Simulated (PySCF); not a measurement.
# Quadrupole coupling of protonated hydrogen cyanide Ion: levels of theory against gas-phase measurements

Values to reproduce (atoms as numbered below): 14N at N2: χzz = -0.49 MHz [1].
[1] measured, gas; W. C. Bailey, Calculation of NQCC in Gaseous State Molecules (compilation of microwave values)

Compound: protonated hydrogen cyanide Ion, CH₂N (charge +1).
Bonds: C1–N2 (triple). Hydrogens: H3 on C1; H4 on N2.

Question: What do the calculations give?

Answer: PySCF, non-relativistic, all at one geometry, with Q(14N) = 0.02044 b:

```json
{"level": "B3LYP/pcJ-2", "functions": "150", "14N N2 (MHz)": "-0.495", "computed/reference − 1 (%)": "+1.0"}
{"level": "B3LYP/pcJ-1", "functions": "74", "14N N2 (MHz)": "-0.185", "computed/reference − 1 (%)": "-62.2"}
{"level": "B3LYP/def2-TZVP", "functions": "74", "14N N2 (MHz)": "-0.575", "computed/reference − 1 (%)": "+17.3"}
{"level": "LDA/pcJ-1", "functions": "74", "14N N2 (MHz)": "-0.252", "computed/reference − 1 (%)": "-48.6"}
{"level": "BHandHLYP/pcJ-1", "functions": "74", "14N N2 (MHz)": "-0.285", "computed/reference − 1 (%)": "-41.9"}
{"level": "PBE0/pcJ-1", "functions": "74", "14N N2 (MHz)": "-0.113", "computed/reference − 1 (%)": "-77.0"}
{"level": "B3LYP/6-31G*", "functions": "32", "14N N2 (MHz)": "0.320", "computed/reference − 1 (%)": "-165.3"}
{"level": "B97-2/pcJ-1", "functions": "74", "14N N2 (MHz)": "0.011", "computed/reference − 1 (%)": "-102.3"}
{"level": "B3LYP/pcJ-0", "functions": "32", "14N N2 (MHz)": "0.242", "computed/reference − 1 (%)": "-149.4"}
{"level": "KT2/pcJ-1", "functions": "74", "14N N2 (MHz)": "-0.038", "computed/reference − 1 (%)": "-92.2"}
{"level": "B3LYP/6-31G-J", "functions": "32", "14N N2 (MHz)": "0.498", "computed/reference − 1 (%)": "-201.5"}
{"level": "CAM-B3LYP/pcJ-1", "functions": "74", "14N N2 (MHz)": "-0.220", "computed/reference − 1 (%)": "-55.1"}
{"level": "B3LYP/cc-pVTZ", "functions": "88", "14N N2 (MHz)": "-0.642", "computed/reference − 1 (%)": "+31.1"}
{"level": "PBE0/pcSseg-1", "functions": "44", "14N N2 (MHz)": "-0.315", "computed/reference − 1 (%)": "-35.7"}
{"level": "HF/pcJ-1", "functions": "74", "14N N2 (MHz)": "-0.387", "computed/reference − 1 (%)": "-21.0"}
{"level": "B3LYP/aug-cc-pVTZ-J", "functions": "132", "14N N2 (MHz)": "-0.520", "computed/reference − 1 (%)": "+6.2"}
```

Closest here is B3LYP/pcJ-2 (1.0 % unsigned error), furthest B3LYP/6-31G-J (201.5 %); one molecule doesn't rank methods. Computed values are for fixed nuclei, while measured ones can include vibrational averaging. Geometry: PBE0-D3(BJ)/def2-SVP; no solvent, vibrations or thermal averaging.
